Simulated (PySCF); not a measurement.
Molecule: SMILES CSCCCF, C4H9FS.

Bonds (- single, = double, # triple, : aromatic): C1-S2, S2-C3, C3-C4, C4-C5, C5-F6. C1 carries H7, H8, H9; C3 carries H10, H11; C4 carries H12, H13; C5 carries H14, H15.

Frames of a GFN2-xTB Langevin trajectory at 300 K; GIAO PBE0/pcSseg-1 shieldings in PySCF, gas phase, non-relativistic; equivalent atoms averaged within each frame.

Shifts are taken against calculated references (same method and geometry level): 13C (186.93 ppm), 1H (31.72 ppm) against TMS; 33S (503.73 ppm) vs CS2; 19F (170.95 ppm) vs CFCl3. The references are static minima.

**Question.** How do the shifts (ppm) fluctuate along the trajectory?

**Answer.** 
| time (fs) | C5 | C4 | C3 | C1 | S2 | F6 | H14/H15 | H10/H11 | H12/H13 | H7/H8/H9 |
| --- | --- | --- | --- | --- | --- | --- | --- | --- | --- | --- |
| 250 | 85.0 | 39.9 | 37.5 | 16.7 | -55 | -258.5 | 4.72 | 2.83 | 2.54 | 2.35 |
| 425 | 84.8 | 31.1 | 36.9 | 19.7 | -42 | -240.9 | 4.91 | 3.53 | 1.20 | 1.77 |
| 625 | 86.9 | 32.7 | 42.9 | 14.5 | -20 | -251.5 | 5.67 | 3.82 | 2.26 | 2.06 |
| 800 | 89.0 | 42.7 | 34.3 | 25.3 | -37 | -247.8 | 5.52 | 2.45 | 2.61 | 2.20 |
| 1000 | 90.2 | 38.5 | 47.6 | 20.4 | -26 | -243.3 | 3.92 | 2.74 | 1.67 | 2.23 |
| mean of frames | 87.2 | 37.0 | 39.8 | 19.3 | -36 | -248.4 | 4.95 | 3.08 | 2.06 | 2.12 |
| standard deviation | 2.4 | 4.9 | 5.3 | 4.1 | 14 | 6.9 | 0.70 | 0.58 | 0.61 | 0.22 |

5 frames give an uncertainty of the mean of about the standard deviation over 2.2 at best, since frames this close in time may not be independent; classical motion lacks zero-point vibration, and the reference would need the same averaging.
